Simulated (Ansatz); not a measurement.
The input, for Ansatz 0.2.0:

```yaml
crystal:
  periodic: [false, false, false]
  atoms:
    - {symbol: H, position_ang: [0.000000, 0.000000, -1.147000]}
    - {symbol: H, position_ang: [0.000000, 0.000000, -0.454000]}
    - {symbol: S, position_ang: [0.000000, 0.000000, 1.601000]}
basis:
  gaussian: {orbitals: cc-pVDZ}
magnetization: {spin_polarized: false, initial_magnetization: 2}
correlation: {method: fic_mrcisd_q, electrons: outside_noble_gas, active_space: {window: {electrons: 4, orbitals: 4}, states: [{multiplicity: 3, weights: [1, 1]}], root: 0}}
```

```sh
$ ansatz run in.yaml --threads 1 --pin off --events-out ev --progress --plain --max-ram 2393MiB
```

Log:

```
472 factors; integrals over basis functions are off by at most 1.5e-7 eV
mean field evaluation 1: about -10846.0493 eV, gradient 6.9e0 eV
mean field evaluation 2: about -10846.0499 eV, gradient 6.9e0 eV
mean field evaluation 4: about -10846.5672 eV, gradient 3.6e-1 eV
mean field evaluation 8: about -10846.5694 eV, gradient 9.8e-5 eV
mean field evaluation 16: about -10846.5694 eV, gradient 3.1e-2 eV
mean field evaluation 32: about -10846.3485 eV, gradient 2.8e-1 eV
mean field -10846.56937268 eV, -398.6040723771 hartree, gradient 7.0e-6 eV, S^2 2.000000; 8 other end points of the search recorded, 0 dependent functions left out
reference -10846.56937268 eV, -398.6040723771 hartree; 10, 8 occupied and 18, 20 virtual orbitals, 472 factors
state -10846.66505711 eV, -398.6075887153 hartree
state -10846.66505711 eV, -398.6075887152 hartree
contracted CI cycle   1: correlation 0.00000000 eV, 0.0000000000 hartree, residual 1.50e1 eV
contracted CI cycle   2: correlation -3.58470585 eV, -0.1317355100 hartree, residual 2.18e0 eV
contracted CI cycle   3: correlation -3.66921022 eV, -0.1348409884 hartree, residual 4.26e-1 eV
contracted CI cycle   4: correlation -3.67237078 eV, -0.1349571368 hartree, residual 1.00e-1 eV
contracted CI cycle   5: correlation -3.67258602 eV, -0.1349650469 hartree, residual 2.73e-2 eV
contracted CI cycle   6: correlation -3.67260455 eV, -0.1349657278 hartree, residual 8.19e-3 eV
contracted CI cycle   7: correlation -3.67260618 eV, -0.1349657876 hartree, residual 2.39e-3 eV
contracted CI cycle   8: correlation -3.67260628 eV, -0.1349657912 hartree, residual 6.69e-4 eV
contracted CI cycle   1: correlation 0.00000000 eV, 0.0000000000 hartree, residual 1.50e1 eV
contracted CI cycle   2: correlation -3.58470585 eV, -0.1317355101 hartree, residual 2.18e0 eV
contracted CI cycle   3: correlation -3.66921022 eV, -0.1348409885 hartree, residual 4.26e-1 eV
contracted CI cycle   4: correlation -3.67237078 eV, -0.1349571369 hartree, residual 1.00e-1 eV
contracted CI cycle   5: correlation -3.67258602 eV, -0.1349650470 hartree, residual 2.73e-2 eV
contracted CI cycle   6: correlation -3.67260455 eV, -0.1349657279 hartree, residual 8.19e-3 eV
contracted CI cycle   7: correlation -3.67260618 eV, -0.1349657876 hartree, residual 2.39e-3 eV
contracted CI cycle   8: correlation -3.67260628 eV, -0.1349657913 hartree, residual 6.69e-4 eV
state -10846.66505711 eV, -398.6075887153 hartree; corrected -10850.58114305 eV, -398.7515022189 hartree
state -10846.66505711 eV, -398.6075887152 hartree; corrected -10850.58114304 eV, -398.7515022188 hartree
Total energy: -10850.58114305 eV, -398.7515022189 hartree
```

Ran on 1 thread of Arm Neoverse V2, shared host: 1 s wall, 0.16 GiB peak host memory.
